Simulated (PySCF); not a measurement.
Lithium: a sound run and one with changed settings

Sound run: Li [He] 2s1, Li⁺ 1s2. Calculation: PySCF 2.14, in cc-pVTZ-DK (4s3p2d1f, 30 functions); the spin-free X2C one-electron Hamiltonian (Gaussian nucleus). The sound run starts from symmetry-adapted Hartree-Fock orbitals and uses a fine grid where one is needed.

Changed run: initial guess 1e, at most 50 SCF cycles, level shift 2.0 hartree.

```
species  method  sound run (hartree)  changed run (hartree)  converged
     Li     UHF             -7.43338               -7.43338         no
     Li     LDA             -7.34387               -7.34384         no
     Li    MN15             -7.48560               -7.48558         no
    Li⁺     UHF             -7.23704               -7.23704        yes
    Li⁺     LDA             -7.14294               -7.14294        yes
    Li⁺    MN15             -7.29960               -7.18392         no
```

A level shift slows the SCF but leaves a converged energy unchanged.
